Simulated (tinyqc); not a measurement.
Worked calculation: UKS/B3LYP (VWN-RPA form) in the sto-6g basis, for CH2, spin multiplicity 3. One step of it, computed by the program tinyqc.

Problem. Iteration 2: DIIS coefficients. Solve [B -1; -1 0][c; lambda] = [0; -1] for the coefficients, which sum to one.

B (overlaps of the stored error matrices):
```
[[1.3072676e+00, -5.3345582e-03],
 [-5.3345582e-03, 1.1325362e-02]]
```

Give: DIIS coefficients.

Solution.

DIIS coefficients: [0.0125, 0.9875]
